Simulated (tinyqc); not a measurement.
ROHF in the sto-3g basis, for LiH+, spin multiplicity 2, step by step (part 1 of 2). Computed by tinyqc, a small Python program that keeps every step (integrals from PySCF). Settings: charge = 1, multiplicity = 2, basis = sto-3g, energy threshold = 1e-10, iteration cap = 81, orthogonalisation = symmetric, start = core, DIIS depth = 0, method = ROHF. Command: `OMP_NUM_THREADS=1 python tinyqc.py 28881 28882 out.jsonl` (the two numbers bound the seeds that draw the settings). One thread of a shared host (Intel(R) Xeon(R) Processor @ 2.60GHz), about 0.07 s of CPU time with the checks. Later iterations appear only in the table of the cycle.

## One-electron integrals

Geometry (angstrom):
```
atom         x         y         z
Li    0.000000  0.000000  0.000000
H     0.000000  0.000000  1.907000
```

Basis sto-3g: exponents (1/bohr^2) and contraction coefficients of normalised primitives:
```
element  l (shell)   exponent  coefficient
Li           s (1)  16.119575     0.154329
Li           s (1)   2.936201     0.535328
Li           s (1)   0.794651     0.444635
Li           s (2)   0.636290    -0.099967
Li           s (2)   0.147860     0.399513
Li           s (2)   0.048089     0.700115
Li           p (3)   0.636290     0.155916
Li           p (3)   0.147860     0.607684
Li           p (3)   0.048089     0.391957
H            s (1)   3.425251     0.154329
H            s (1)   0.623914     0.535328
H            s (1)   0.168855     0.444635
```

Overlap, kinetic and nuclear-attraction integrals over the contracted functions; the nuclear repulsion is the sum of Za Zb / Rab.

nuclear repulsion = 0.83247595 hartree

overlap S, order 1Li 1s, 1Li 2s, 1Li 2px, 1Li 2py, 1Li 2pz, 2H 1s:
```
[[1.000000, 0.241137, 0.000000, 0.000000, 0.000000, 0.034110],
 [0.241137, 1.000000, 0.000000, 0.000000, 0.000000, 0.320257],
 [0.000000, 0.000000, 1.000000, 0.000000, 0.000000, 0.000000],
 [0.000000, 0.000000, 0.000000, 1.000000, 0.000000, 0.000000],
 [0.000000, 0.000000, 0.000000, 0.000000, 1.000000, 0.444973],
 [0.034110, 0.320257, 0.000000, 0.000000, 0.444973, 1.000000]]
```

kinetic energy T (hartree), order 1Li 1s, 1Li 2s, 1Li 2px, 1Li 2py, 1Li 2pz, 2H 1s:
```
[[3.576786, -0.020237, 0.000000, 0.000000, 0.000000, -0.010450],
 [-0.020237, 0.102163, 0.000000, 0.000000, 0.000000, 0.023954],
 [0.000000, 0.000000, 0.319682, 0.000000, 0.000000, 0.000000],
 [0.000000, 0.000000, 0.000000, 0.319682, 0.000000, 0.000000],
 [0.000000, 0.000000, 0.000000, 0.000000, 0.319682, 0.084482],
 [-0.010450, 0.023954, 0.000000, 0.000000, 0.084482, 0.760032]]
```

nuclear attraction V (hartree), order 1Li 1s, 1Li 2s, 1Li 2px, 1Li 2py, 1Li 2pz, 2H 1s:
```
[[-8.260373, -1.031257, 0.000000, 0.000000, -0.011338, -0.142634],
 [-1.031257, -1.465680, 0.000000, 0.000000, -0.104379, -0.543920],
 [0.000000, 0.000000, -1.428698, 0.000000, 0.000000, 0.000000],
 [0.000000, 0.000000, 0.000000, -1.428698, 0.000000, 0.000000],
 [-0.011338, -0.104379, 0.000000, 0.000000, -1.510880, -0.764416],
 [-0.142634, -0.543920, 0.000000, 0.000000, -0.764416, -2.058584]]
```

core Hamiltonian H = T + V (hartree), order 1Li 1s, 1Li 2s, 1Li 2px, 1Li 2py, 1Li 2pz, 2H 1s:
```
[[-4.683587, -1.051494, 0.000000, 0.000000, -0.011338, -0.153085],
 [-1.051494, -1.363517, 0.000000, 0.000000, -0.104379, -0.519966],
 [0.000000, 0.000000, -1.109016, 0.000000, 0.000000, 0.000000],
 [0.000000, 0.000000, 0.000000, -1.109016, 0.000000, 0.000000],
 [-0.011338, -0.104379, 0.000000, 0.000000, -1.191198, -0.679934],
 [-0.153085, -0.519966, 0.000000, 0.000000, -0.679934, -1.298553]]
```

## Two-electron integrals

Functions are numbered as in S; the eight-fold symmetry (ij|kl) = (ji|kl) = (kl|ij) leaves the list below.

Two-electron integrals (ij|kl) in chemists' order, unique and non-zero (hartree):
```
(11|11) 1.680395   (21|11) 0.265420   (21|21) 0.049941   (22|11) 0.397727
(22|21) 0.092860   (22|22) 0.290562   (31|31) 0.008981   (32|31) 0.013788
(32|32) 0.064184   (33|11) 0.396640   (33|21) 0.092880   (33|22) 0.290497
(33|33) 0.312946   (41|41) 0.008981   (42|41) 0.013788   (42|42) 0.064184
(43|43) 0.016869   (44|11) 0.396640   (44|21) 0.092880   (44|22) 0.290497
(44|33) 0.279207   (44|44) 0.312946   (51|51) 0.008981   (52|51) 0.013788
(52|52) 0.064184   (53|53) 0.016869   (54|54) 0.016869   (55|11) 0.396640
(55|21) 0.092880   (55|22) 0.290497   (55|33) 0.279207   (55|44) 0.279207
(55|55) 0.312946   (61|11) 0.036164   (61|21) 0.006853   (61|22) 0.013036
(61|33) 0.012884   (61|44) 0.012884   (61|51) 0.000839   (61|52) 0.001637
(61|55) 0.013346   (61|61) 0.001033   (62|11) 0.107729   (62|21) 0.025565
(62|22) 0.087583   (62|33) 0.082737   (62|44) 0.082737   (62|51) 0.004064
(62|52) 0.026970   (62|55) 0.097191   (62|61) 0.004223   (62|62) 0.047481
(63|31) 0.001790   (63|32) 0.008955   (63|53) 0.003890   (63|63) 0.002941
(64|41) 0.001790   (64|42) 0.008955   (64|54) 0.003890   (64|64) 0.002941
(65|11) 0.140535   (65|21) 0.033630   (65|22) 0.119020   (65|33) 0.110841
(65|44) 0.110841   (65|51) 0.006266   (65|52) 0.041464   (65|55) 0.135256
(65|61) 0.005723   (65|62) 0.069945   (65|65) 0.104024   (66|11) 0.277227
(66|21) 0.066755   (66|22) 0.252718   (66|33) 0.230675   (66|44) 0.230675
(66|51) 0.011125   (66|52) 0.094301   (66|55) 0.296669   (66|61) 0.011315
(66|62) 0.175541   (66|65) 0.267180   (66|66) 0.774606
```

## Orthogonalisation

S = U s U^T; symmetric (Loewdin) form X = U s^(-1/2) U^T, so that X^T S X = 1.

eigenvalues of S: [0.439840, 0.802145, 1.000000, 1.000000, 1.179593, 1.578422]

X, order 1Li 1s, 1Li 2s, 1Li 2px, 1Li 2py, 1Li 2pz, 2H 1s:
```
[[1.023413, -0.130474, 0.000000, 0.000000, -0.007183, 0.017063],
 [-0.130474, 1.074926, 0.000000, 0.000000, 0.070808, -0.203959],
 [0.000000, 0.000000, 1.000000, 0.000000, 0.000000, 0.000000],
 [0.000000, 0.000000, 0.000000, 1.000000, 0.000000, 0.000000],
 [-0.007183, 0.070808, 0.000000, 0.000000, 1.096153, -0.277978],
 [0.017063, -0.203959, 0.000000, 0.000000, -0.277978, 1.146565]]
```

## Starting guess

The start is the orbitals of the core Hamiltonian; D(s) = C_occ C_occ^T for each spin.

D(alpha) at the start, order 1Li 1s, 1Li 2s, 1Li 2px, 1Li 2py, 1Li 2pz, 2H 1s:
```
[[1.023319, -0.070798, 0.000000, 0.000000, -0.044649, -0.056628],
 [-0.070798, 0.172392, 0.000000, 0.000000, 0.170477, 0.233336],
 [0.000000, 0.000000, 0.000000, 0.000000, 0.000000, 0.000000],
 [0.000000, 0.000000, 0.000000, 0.000000, 0.000000, 0.000000],
 [-0.044649, 0.170477, 0.000000, 0.000000, 0.169231, 0.231744],
 [-0.056628, 0.233336, 0.000000, 0.000000, 0.231744, 0.317371]]
```

D(beta) at the start, order 1Li 1s, 1Li 2s, 1Li 2px, 1Li 2py, 1Li 2pz, 2H 1s:
```
[[1.011297, -0.025357, 0.000000, 0.000000, 0.000457, 0.005140],
 [-0.025357, 0.000636, 0.000000, 0.000000, -0.000011, -0.000129],
 [0.000000, 0.000000, 0.000000, 0.000000, 0.000000, 0.000000],
 [0.000000, 0.000000, 0.000000, 0.000000, 0.000000, 0.000000],
 [0.000457, -0.000011, 0.000000, 0.000000, 0.000000, 0.000002],
 [0.005140, -0.000129, 0.000000, 0.000000, 0.000002, 0.000026]]
```

## Iteration 1: building the Fock matrix

J_ij = sum D_kl (ij|kl) with D = D(alpha) + D(beta), K_ij = sum D_kl (ik|jl) for each spin; F = H + J - K(s); E = tr D H + tr D J / 2 - 0.5 sum_s tr D(s) K(s) + E_nn.

Coulomb J (hartree), order 1Li 1s, 1Li 2s, 1Li 2px, 1Li 2py, 1Li 2pz, 2H 1s:
```
[[3.703507, 0.610203, 0.000000, 0.000000, 0.012152, 0.085366],
 [0.610203, 1.065684, 0.000000, 0.000000, 0.082224, 0.364554],
 [0.000000, 0.000000, 1.048515, 0.000000, 0.000000, 0.000000],
 [0.000000, 0.000000, 0.000000, 1.048515, 0.000000, 0.000000],
 [0.012152, 0.082224, 0.000000, 0.000000, 1.093180, 0.501584],
 [0.085366, 0.364554, 0.000000, 0.000000, 0.501584, 1.126717]]
```

exchange K(alpha) (hartree), order 1Li 1s, 1Li 2s, 1Li 2px, 1Li 2py, 1Li 2pz, 2H 1s:
```
[[1.691947, 0.263437, 0.000000, 0.000000, 0.006658, 0.042776],
 [0.263437, 0.164456, 0.000000, 0.000000, 0.141963, 0.209511],
 [0.000000, 0.000000, 0.027871, 0.000000, 0.000000, 0.000000],
 [0.000000, 0.000000, 0.000000, 0.027871, 0.000000, 0.000000],
 [0.006658, 0.141963, 0.000000, 0.000000, 0.185607, 0.265780],
 [0.042776, 0.209511, 0.000000, 0.000000, 0.265780, 0.499896]]
```

exchange K(beta) (hartree), order 1Li 1s, 1Li 2s, 1Li 2px, 1Li 2py, 1Li 2pz, 2H 1s:
```
[[1.686319, 0.257710, 0.000000, 0.000000, 0.000906, 0.035169],
 [0.257710, 0.046223, 0.000000, 0.000000, 0.000222, 0.006353],
 [0.000000, 0.000000, 0.008441, 0.000000, 0.000000, 0.000000],
 [0.000000, 0.000000, 0.000000, 0.008441, 0.000000, 0.000000],
 [0.000906, 0.000222, 0.000000, 0.000000, 0.008481, 0.000802],
 [0.035169, 0.006353, 0.000000, 0.000000, 0.000802, 0.000957]]
```

F(alpha) (hartree), order 1Li 1s, 1Li 2s, 1Li 2px, 1Li 2py, 1Li 2pz, 2H 1s:
```
[[-2.672026, -0.704728, 0.000000, 0.000000, -0.005844, -0.110494],
 [-0.704728, -0.462289, 0.000000, 0.000000, -0.164119, -0.364923],
 [0.000000, 0.000000, -0.088372, 0.000000, 0.000000, 0.000000],
 [0.000000, 0.000000, 0.000000, -0.088372, 0.000000, 0.000000],
 [-0.005844, -0.164119, 0.000000, 0.000000, -0.283625, -0.444130],
 [-0.110494, -0.364923, 0.000000, 0.000000, -0.444130, -0.671732]]
```

F(beta) (hartree), order 1Li 1s, 1Li 2s, 1Li 2px, 1Li 2py, 1Li 2pz, 2H 1s:
```
[[-2.666399, -0.699002, 0.000000, 0.000000, -0.000092, -0.102887],
 [-0.699002, -0.344056, 0.000000, 0.000000, -0.022377, -0.161765],
 [0.000000, 0.000000, -0.068942, 0.000000, 0.000000, 0.000000],
 [0.000000, 0.000000, 0.000000, -0.068942, 0.000000, 0.000000],
 [-0.000092, -0.022377, 0.000000, 0.000000, -0.106499, -0.179152],
 [-0.102887, -0.161765, 0.000000, 0.000000, -0.179152, -0.172793]]
```

total energy of this density = -7.57254977 hartree

## Iteration 1: Roothaan effective Fock matrix

With projectors Pc = D(beta) S, Po = (D(alpha) - D(beta)) S, Pv = 1 - D(alpha) S, the block xy is Px^T F Py; with Fc = (F(alpha) + F(beta))/2, the blocks are Fc for cc, oo, vv and cv, F(beta) for co and F(alpha) for ov.

effective F (hartree), order 1Li 1s, 1Li 2s, 1Li 2px, 1Li 2py, 1Li 2pz, 2H 1s:
```
[[-2.669147, -0.699657, 0.000000, 0.000000, -0.000517, -0.103937],
 [-0.699657, -0.374786, 0.000000, 0.000000, -0.067412, -0.258338],
 [0.000000, 0.000000, -0.078657, 0.000000, 0.000000, 0.000000],
 [0.000000, 0.000000, 0.000000, -0.078657, 0.000000, 0.000000],
 [-0.000517, -0.067412, 0.000000, 0.000000, -0.173389, -0.316941],
 [-0.103937, -0.258338, 0.000000, 0.000000, -0.316941, -0.474170]]
```

## Iteration 1: diagonalisation and new density

Diagonalise F' = X^T F X, C = X C', fill 2 alpha and 1 beta electrons from the bottom; D(s) = C_occ C_occ^T. Each column has its largest component positive (the first on a tie).

F' = X^T F X (hartree):
```
[[-2.617796, -0.360316, 0.000000, 0.000000, -0.002226, 0.000665],
 [-0.360316, -0.196185, 0.000000, 0.000000, 0.014901, -0.164876],
 [0.000000, 0.000000, -0.078657, 0.000000, 0.000000, 0.000000],
 [0.000000, 0.000000, 0.000000, -0.078657, 0.000000, 0.000000],
 [-0.002226, 0.014901, 0.000000, 0.000000, -0.053834, -0.232880],
 [0.000665, -0.164876, 0.000000, 0.000000, -0.232880, -0.337094]]
```

orbital energies (hartree): [-2.670503, -0.518377, -0.131283, -0.078657, -0.078657, 0.115254]

coefficients C, order 1Li 1s, 1Li 2s, 1Li 2px, 1Li 2py, 1Li 2pz, 2H 1s:
```
[[0.993863, -0.094465, -0.234423, 0.000000, 0.000000, -0.114456],
 [0.024514, 0.236326, 0.915318, 0.000000, 0.000000, 0.569951],
 [0.000000, 0.000000, 0.000000, 0.108873, 0.994056, 0.000000],
 [0.000000, 0.000000, 0.000000, 0.994056, -0.108873, 0.000000],
 [0.001351, 0.240999, -0.458777, 0.000000, 0.000000, 1.007636],
 [-0.001385, 0.779572, -0.163486, 0.000000, 0.000000, -0.894041]]
```

D(alpha) after iteration 1, order 1Li 1s, 1Li 2s, 1Li 2px, 1Li 2py, 1Li 2pz, 2H 1s:
```
[[0.996687, 0.002039, 0.000000, 0.000000, -0.021424, -0.075019],
 [0.002039, 0.056451, 0.000000, 0.000000, 0.056987, 0.184199],
 [0.000000, 0.000000, 0.000000, 0.000000, 0.000000, 0.000000],
 [0.000000, 0.000000, 0.000000, 0.000000, 0.000000, 0.000000],
 [-0.021424, 0.056987, 0.000000, 0.000000, 0.058082, 0.187874],
 [-0.075019, 0.184199, 0.000000, 0.000000, 0.187874, 0.607735]]
```

D(beta) after iteration 1, order 1Li 1s, 1Li 2s, 1Li 2px, 1Li 2py, 1Li 2pz, 2H 1s:
```
[[0.987763, 0.024363, 0.000000, 0.000000, 0.001343, -0.001376],
 [0.024363, 0.000601, 0.000000, 0.000000, 0.000033, -0.000034],
 [0.000000, 0.000000, 0.000000, 0.000000, 0.000000, 0.000000],
 [0.000000, 0.000000, 0.000000, 0.000000, 0.000000, 0.000000],
 [0.001343, 0.000033, 0.000000, 0.000000, 0.000002, -0.000002],
 [-0.001376, -0.000034, 0.000000, 0.000000, -0.000002, 0.000002]]
```

Within a degenerate level the vectors are fixed only up to a rotation; this is one choice.

## Iteration 2: building the Fock matrix

As before.

Coulomb J (hartree), order 1Li 1s, 1Li 2s, 1Li 2px, 1Li 2py, 1Li 2pz, 2H 1s:
```
[[3.649845, 0.601618, 0.000000, 0.000000, 0.011696, 0.084223],
 [0.601618, 1.056197, 0.000000, 0.000000, 0.089340, 0.378495],
 [0.000000, 0.000000, 1.035151, 0.000000, 0.000000, 0.000000],
 [0.000000, 0.000000, 0.000000, 1.035151, 0.000000, 0.000000],
 [0.011696, 0.089340, 0.000000, 0.000000, 1.091644, 0.526134],
 [0.084223, 0.378495, 0.000000, 0.000000, 0.526134, 1.229702]]
```

exchange K(alpha) (hartree), order 1Li 1s, 1Li 2s, 1Li 2px, 1Li 2py, 1Li 2pz, 2H 1s:
```
[[1.677293, 0.273649, 0.000000, 0.000000, 0.000442, 0.039445],
 [0.273649, 0.137704, 0.000000, 0.000000, 0.110548, 0.209337],
 [0.000000, 0.000000, 0.019891, 0.000000, 0.000000, 0.000000],
 [0.000000, 0.000000, 0.000000, 0.019891, 0.000000, 0.000000],
 [0.000442, 0.110548, 0.000000, 0.000000, 0.159184, 0.284352],
 [0.039445, 0.209337, 0.000000, 0.000000, 0.284352, 0.651615]]
```

exchange K(beta) (hartree), order 1Li 1s, 1Li 2s, 1Li 2px, 1Li 2py, 1Li 2pz, 2H 1s:
```
[[1.672695, 0.272976, 0.000000, 0.000000, 0.000352, 0.038334],
 [0.272976, 0.053953, 0.000000, 0.000000, 0.000098, 0.007707],
 [0.000000, 0.000000, 0.009576, 0.000000, 0.000000, 0.000000],
 [0.000000, 0.000000, 0.000000, 0.009576, 0.000000, 0.000000],
 [0.000352, 0.000098, 0.000000, 0.000000, 0.009562, 0.000986],
 [0.038334, 0.007707, 0.000000, 0.000000, 0.000986, 0.001233]]
```

F(alpha) (hartree), order 1Li 1s, 1Li 2s, 1Li 2px, 1Li 2py, 1Li 2pz, 2H 1s:
```
[[-2.711034, -0.723525, 0.000000, 0.000000, -0.000083, -0.108307],
 [-0.723525, -0.445024, 0.000000, 0.000000, -0.125587, -0.350809],
 [0.000000, 0.000000, -0.093756, 0.000000, 0.000000, 0.000000],
 [0.000000, 0.000000, 0.000000, -0.093756, 0.000000, 0.000000],
 [-0.000083, -0.125587, 0.000000, 0.000000, -0.258739, -0.438153],
 [-0.108307, -0.350809, 0.000000, 0.000000, -0.438153, -0.720465]]
```

F(beta) (hartree), order 1Li 1s, 1Li 2s, 1Li 2px, 1Li 2py, 1Li 2pz, 2H 1s:
```
[[-2.706437, -0.722852, 0.000000, 0.000000, 0.000006, -0.107195],
 [-0.722852, -0.361273, 0.000000, 0.000000, -0.015137, -0.149178],
 [0.000000, 0.000000, -0.083442, 0.000000, 0.000000, 0.000000],
 [0.000000, 0.000000, 0.000000, -0.083442, 0.000000, 0.000000],
 [0.000006, -0.015137, 0.000000, 0.000000, -0.109117, -0.154786],
 [-0.107195, -0.149178, 0.000000, 0.000000, -0.154786, -0.070083]]
```

total energy of this density = -7.61975981 hartree

## Iteration 2: Roothaan effective Fock matrix

As before.

effective F (hartree), order 1Li 1s, 1Li 2s, 1Li 2px, 1Li 2py, 1Li 2pz, 2H 1s:
```
[[-2.708769, -0.722902, 0.000000, 0.000000, 0.000478, -0.106034],
 [-0.722902, -0.367048, 0.000000, 0.000000, -0.031067, -0.223064],
 [0.000000, 0.000000, -0.088599, 0.000000, 0.000000, 0.000000],
 [0.000000, 0.000000, 0.000000, -0.088599, 0.000000, 0.000000],
 [0.000478, -0.031067, 0.000000, 0.000000, -0.142333, -0.275799],
 [-0.106034, -0.223064, 0.000000, 0.000000, -0.275799, -0.438564]]
```

## Iteration 2: diagonalisation and new density

As before.

F' = X^T F X (hartree):
```
[[-2.653131, -0.380623, 0.000000, 0.000000, -0.005456, -0.001465],
 [-0.380623, -0.191013, 0.000000, 0.000000, 0.042005, -0.136880],
 [0.000000, 0.000000, -0.088599, 0.000000, 0.000000, 0.000000],
 [0.000000, 0.000000, 0.000000, -0.088599, 0.000000, 0.000000],
 [-0.005456, 0.042005, 0.000000, 0.000000, -0.034551, -0.202903],
 [-0.001465, -0.136880, 0.000000, 0.000000, -0.202903, -0.326108]]
```

orbital energies (hartree): [-2.710832, -0.462769, -0.144117, -0.088599, -0.088599, 0.112915]

coefficients C, order 1Li 1s, 1Li 2s, 1Li 2px, 1Li 2py, 1Li 2pz, 2H 1s:
```
[[0.992421, -0.083062, -0.240793, 0.000000, 0.000000, -0.122316],
 [0.030208, 0.182853, 0.917523, 0.000000, 0.000000, 0.585582],
 [0.000000, 0.000000, 0.000000, 0.094843, 0.995492, 0.000000],
 [0.000000, 0.000000, 0.000000, 0.995492, -0.094843, 0.000000],
 [0.001339, 0.198769, -0.458361, 0.000000, 0.000000, 1.016997],
 [-0.003199, 0.829617, -0.139071, 0.000000, 0.000000, -0.852149]]
```

D(alpha) after iteration 2, order 1Li 1s, 1Li 2s, 1Li 2px, 1Li 2py, 1Li 2pz, 2H 1s:
```
[[0.991799, 0.014791, 0.000000, 0.000000, -0.015181, -0.072084],
 [0.014791, 0.034348, 0.000000, 0.000000, 0.036386, 0.151601],
 [0.000000, 0.000000, 0.000000, 0.000000, 0.000000, 0.000000],
 [0.000000, 0.000000, 0.000000, 0.000000, 0.000000, 0.000000],
 [-0.015181, 0.036386, 0.000000, 0.000000, 0.039511, 0.164898],
 [-0.072084, 0.151601, 0.000000, 0.000000, 0.164898, 0.688275]]
```

D(beta) after iteration 2, order 1Li 1s, 1Li 2s, 1Li 2px, 1Li 2py, 1Li 2pz, 2H 1s:
```
[[0.984899, 0.029979, 0.000000, 0.000000, 0.001329, -0.003175],
 [0.029979, 0.000913, 0.000000, 0.000000, 0.000040, -0.000097],
 [0.000000, 0.000000, 0.000000, 0.000000, 0.000000, 0.000000],
 [0.000000, 0.000000, 0.000000, 0.000000, 0.000000, 0.000000],
 [0.001329, 0.000040, 0.000000, 0.000000, 0.000002, -0.000004],
 [-0.003175, -0.000097, 0.000000, 0.000000, -0.000004, 0.000010]]
```

Within a degenerate level the vectors are fixed only up to a rotation; this is one choice.

## Iteration 3: building the Fock matrix

As before.

Coulomb J (hartree), order 1Li 1s, 1Li 2s, 1Li 2px, 1Li 2py, 1Li 2pz, 2H 1s:
```
[[3.639454, 0.599824, 0.000000, 0.000000, 0.011585, 0.083981],
 [0.599824, 1.053994, 0.000000, 0.000000, 0.090800, 0.381658],
 [0.000000, 0.000000, 1.032084, 0.000000, 0.000000, 0.000000],
 [0.000000, 0.000000, 0.000000, 1.032084, 0.000000, 0.000000],
 [0.011585, 0.090800, 0.000000, 0.000000, 1.091201, 0.531729],
 [0.083981, 0.381658, 0.000000, 0.000000, 0.531729, 1.253916]]
```

exchange K(alpha) (hartree), order 1Li 1s, 1Li 2s, 1Li 2px, 1Li 2py, 1Li 2pz, 2H 1s:
```
[[1.674388, 0.275039, 0.000000, 0.000000, 0.000052, 0.039181],
 [0.275039, 0.129239, 0.000000, 0.000000, 0.101706, 0.205089],
 [0.000000, 0.000000, 0.017951, 0.000000, 0.000000, 0.000000],
 [0.000000, 0.000000, 0.000000, 0.017951, 0.000000, 0.000000],
 [0.000052, 0.101706, 0.000000, 0.000000, 0.151757, 0.285586],
 [0.039181, 0.205089, 0.000000, 0.000000, 0.285586, 0.684656]]
```

exchange K(beta) (hartree), order 1Li 1s, 1Li 2s, 1Li 2px, 1Li 2py, 1Li 2pz, 2H 1s:
```
[[1.670749, 0.274550, 0.000000, 0.000000, 0.000091, 0.038375],
 [0.274550, 0.054841, 0.000000, 0.000000, 0.000022, 0.007787],
 [0.000000, 0.000000, 0.009718, 0.000000, 0.000000, 0.000000],
 [0.000000, 0.000000, 0.000000, 0.009718, 0.000000, 0.000000],
 [0.000091, 0.000022, 0.000000, 0.000000, 0.009684, 0.000985],
 [0.038375, 0.007787, 0.000000, 0.000000, 0.000985, 0.001235]]
```

F(alpha) (hartree), order 1Li 1s, 1Li 2s, 1Li 2px, 1Li 2py, 1Li 2pz, 2H 1s:
```
[[-2.718521, -0.726709, 0.000000, 0.000000, 0.000195, -0.108285],
 [-0.726709, -0.438762, 0.000000, 0.000000, -0.115285, -0.343397],
 [0.000000, 0.000000, -0.094884, 0.000000, 0.000000, 0.000000],
 [0.000000, 0.000000, 0.000000, -0.094884, 0.000000, 0.000000],
 [0.000195, -0.115285, 0.000000, 0.000000, -0.251755, -0.433792],
 [-0.108285, -0.343397, 0.000000, 0.000000, -0.433792, -0.729292]]
```

F(beta) (hartree), order 1Li 1s, 1Li 2s, 1Li 2px, 1Li 2py, 1Li 2pz, 2H 1s:
```
[[-2.714882, -0.726221, 0.000000, 0.000000, 0.000156, -0.107480],
 [-0.726221, -0.364365, 0.000000, 0.000000, -0.013601, -0.146095],
 [0.000000, 0.000000, -0.086650, 0.000000, 0.000000, 0.000000],
 [0.000000, 0.000000, 0.000000, -0.086650, 0.000000, 0.000000],
 [0.000156, -0.013601, 0.000000, 0.000000, -0.109681, -0.149191],
 [-0.107480, -0.146095, 0.000000, 0.000000, -0.149191, -0.045871]]
```

total energy of this density = -7.62195188 hartree

## Iteration 3: Roothaan effective Fock matrix

As before.

effective F (hartree), order 1Li 1s, 1Li 2s, 1Li 2px, 1Li 2py, 1Li 2pz, 2H 1s:
```
[[-2.716724, -0.726441, 0.000000, 0.000000, 0.000338, -0.106675],
 [-0.726441, -0.367676, 0.000000, 0.000000, -0.024795, -0.214050],
 [0.000000, 0.000000, -0.090767, 0.000000, 0.000000, 0.000000],
 [0.000000, 0.000000, 0.000000, -0.090767, 0.000000, 0.000000],
 [0.000338, -0.024795, 0.000000, 0.000000, -0.135150, -0.262774],
 [-0.106675, -0.214050, 0.000000, 0.000000, -0.262774, -0.423072]]
```
